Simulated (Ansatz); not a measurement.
## How far a parabola holds: energy against volume of cubic perovskite BaTiO3 (cubic high-temperature phase)

System: cubic perovskite BaTiO3 (cubic high-temperature phase). Method: PBEsol in Ansatz (PAW). Settings: plane-wave cutoff 520 eV, 8×8×8 k mesh, Fermi–Dirac smearing 0.01 eV, no spin polarisation, scalar-relativistic PAW data made under PBE. The cell has no free parameter but its volume, all volumes share cutoff and mesh, and the runs aren't spin-polarised. Energies are free energies at the run's smearing, counted from the lowest row; static lattice.

| V (Å³/atom) | E (meV/atom) |
|---|---|
| 12.013 | 12.13 |
| 12.263 | 2.92 |
| 12.513 | 0.00 |
| 12.764 | 2.71 |
| 13.014 | 10.47 |
| 13.264 | ? |

Task: Using a parabola, estimate the missing E at V = 13.264 from the other rows, showing the fit.

Result: With u = V - 12.5, the rows have u = -0.4870, -0.2370, 0.0130, 0.2640, 0.5140. Least squares gives E = 0.016 - 2.629·u + 45.147·u². Residuals (row less fit): 0.126, -0.255, 0.011, 0.241, -0.122; standard error 0.278 (degrees of freedom: 2). The fitted curve has its minimum at V = 12.5, where E = -0.02. Its curvature is d²E/dV² = 2 × 45.147 meV/Å⁶, so B = V0·d²E/dV² × 0.1602 = 181 GPa. At the withheld row, u = 0.7640, so E = 0.016 - 2.629 × 0.7640 + 45.147 × 0.7640² = 24.360 meV/atom. The calculation gives 22.75 meV/atom, 1.610 meV/atom below the prediction (7.1 % of the range of E in the table). The row lies outside the fitted rows, so this is an extrapolation. From the scatter of the fitted rows alone, a prediction at this place has a standard error of 0.657 meV/atom, so the miss is 2.5 times that.

The residuals are curvature that a parabola lacks, not noise. A solid that stiffens under compression and softens on expansion lies above the parabola at the compressed end and under it at the expanded end, as this row does. A third-order Birch-Murnaghan fit to the whole scan has B0 = 180 GPa. Only scans are tabulated whose curvature falls smoothly with volume, and where the parabola meets the shown rows within 5 % of their range and misses the end by 0.1 meV or more.

Measured, for comparison: bulk modulus 162 GPa (temperature not stated, no zero-point or thermal correction, sources range from 162 to 173; as tabulated in Matsushita et al. (2011), arXiv:1104.2769). Computed less measured: bulk modulus +11 % (+4.0 % to +11 % over the range).

Note: the relaxation could not lower the start's symmetry, so the cell can be a saddle point above a distorted one.

Spin–orbit coupling is not included.

Ansatz is an electronic-structure program.
